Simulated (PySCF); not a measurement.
Nitrosyl fluoride, FNO.
InChI=1S/FNO/c1-2-3

The closed-shell ground state was solved at several levels (PySCF, density fitting, gas phase, non-relativistic). Isolated species at its PBE0-D3(BJ)/def2-SVP geometry, gas phase.

| level | basis functions | HOMO (eV) | LUMO (eV) | gap (eV) | dipole (D) |
| --- | --- | --- | --- | --- | --- |
| wB97X-D/def2-SVPD | 66 | -11.89 | -1.50 | 10.39 | 1.15 |
| B3LYP/pcJ-1 | 81 | -9.39 | -3.50 | 5.89 | 1.07 |
| PBE0/pcSseg-1 | 51 | -9.68 | -3.20 | 6.48 | 1.09 |

Task: What might PBE/pcSseg-2 (108 basis functions) give for the same quantities?

Result: HOMO -8.12 eV, LUMO -4.51 eV, gap 3.61 eV, dipole 1.04 D.

Task: Over all these levels, which gives the widest orbital gap and which the narrowest?

Result: wB97X-D/def2-SVPD (range-separated hybrid) has the widest, 10.39 eV, and PBE/pcSseg-2 (GGA) the narrowest, 3.61 eV. Functional and basis both differ between the two, so the spread mixes both effects.

Task: How far do the dipole and the HOMO energy spread over the levels?

Result: The dipole runs from 1.04 to 1.15 D (mean 1.09 D) and the HOMO from -11.89 to -8.12 eV.
